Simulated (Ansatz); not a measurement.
Cost and result up the ladder for BH2(SiH3) (SiBH₅) (7 atoms). Total charge 0; singlet. Geometry: B3LYP-D4/def2-TZVP.

Cartesian coordinates in Å:
```
B -0.565 -0.241 1.030
H -0.006 -0.786 1.929
H -1.679 0.136 1.225
Si 0.365 0.115 -0.717
H -0.561 0.208 -1.873
H 1.423 -0.876 -1.038
H 1.024 1.444 -0.557
```

Ansatz on 4 threads of Arm Neoverse V1 on a shared host. Times are rough, and most runs start from the orbitals of an earlier one. CAM-B3LYP-D4/def2-TZVP serves as the yardstick here, not as an exact answer. Differences are given only for rows in sets of like size (and for xTB, whose basis is part of the method), since another set adds its own error. Binding counts from free atoms at the same level (B doublet, H doublet, Si triplet; other spins of the atoms weren't run), without zero-point energy or a counterpoise term.

LC-ωPBE has ω = 0.4 bohr⁻¹. HSE06 is defined as in plane-wave codes, on full-range PBE exchange. Correlated methods freeze 6 core orbitals.

Correlated methods converge slowly with the basis.

```csv
level,functions,wall time,binding energy per atom (eV),difference from CAM-B3LYP-D4/def2-TZVP (eV)
HF/def2-TZVP,98,0.25 s,2.40,-0.64
PBE-D4/def2-SVP,57,0.3 s,2.99,–
PBE0-D4/def2-SVP,57,0.35 s,2.99,–
MP2/def2-TZVP,98,0.35 s,2.87,-0.18
HSE06-D4/def2-TZVP,98,0.6 s,3.00,-0.05
PBE-D4/def2-TZVP,98,0.61 s,2.99,-0.06
CAM-B3LYP-D4/def2-TZVP,98,0.61 s,3.05,0.00
LC-ωPBE/def2-TZVP,98,0.65 s,2.99,-0.06
PBE0-D4/def2-TZVPD,125,0.7 s,3.00,-0.05
revPBE-D4/def2-TZVP (with forces),98,0.71 s,2.96,-0.09
PBE-D4/def2-TZVPD,125,0.75 s,2.99,-0.06
PBE0-D4/def2-TZVP,98,0.77 s,3.00,-0.05
r2SCAN-D4/def2-TZVP,98,1.1 s,3.03,-0.02
CCSD(T)/def2-TZVPD,125,2.4 s,2.92,-0.13
```
